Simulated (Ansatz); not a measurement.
Geometry optimisation, UKS PBE0/def2-SVP (Ansatz).

The input (input.yaml):

```yaml
crystal:
  periodic: [false, false, false]
  atoms:
    - { symbol: C, position_ang: [-0.8821, 0.5379, -1.0451] }
    - { symbol: Si, position_ang: [0.533, 0.1161, -0.1393] }
    - { symbol: "N", position_ang: [0.0496, -1.0423, 0.9894] }
    - { symbol: H, position_ang: [-1.4777, -0.1779, -1.4929] }
    - { symbol: H, position_ang: [-1.1714, 1.6194, -1.2098] }
    - { symbol: H, position_ang: [1.0711, 1.2735, 0.6293] }
    - { symbol: H, position_ang: [1.6037, -0.474, -0.9932] }
    - { symbol: H, position_ang: [0.9349, -1.2871, 1.5464] }
    - { symbol: H, position_ang: [-0.5726, -0.6119, 1.6982] }
magnetization:
  spin_polarized: true
  initial_magnetization: 1
basis:
  gaussian: { orbitals: def2-SVP }
hamiltonian:
  xc: pbe0
relax:
  f_tol: 0.015
  max_steps: 40
output:
  orbitals: {}
```

Launched with:

```bash
$ ansatz run input.yaml --threads 2 --pin off --max-ram 3072MiB --backend cpu --events-out ev --progress --plain --runs-dir out
```

Where does it end, and by what steps?

The run converged. After 7 steps the energy has fallen by 0.591 eV; H5 moved furthest, 0.33 Å.

```tsv
step	energy less start (eV)	largest force component (eV/Å)	accepted
0	0.0000	3.986	yes
1	-0.4701	1.287	yes
2	-0.5626	0.490	yes
3	-0.5620	0.412	no
4	-0.5865	0.147	yes
5	-0.5890	0.114	yes
6	-0.5908	0.042	yes
7	-0.5913	0.013	yes
```

```xyz
9
Properties=species:S:1:pos:R:3
C -0.918 0.617 -1.090
Si 0.562 0.200 -0.062
N 0.139 -1.018 1.098
H -1.675 -0.134 -1.343
H -1.083 1.608 -1.527
H 1.093 1.492 0.496
H 1.667 -0.401 -0.878
H 0.877 -1.586 1.498
H -0.574 -0.823 1.793
```

Whether the end is a true minimum wasn't checked by a vibrational analysis.

The run took 16 s on 2 threads of Arm Neoverse V2, with other jobs on the host, peak memory 0.18 GiB.
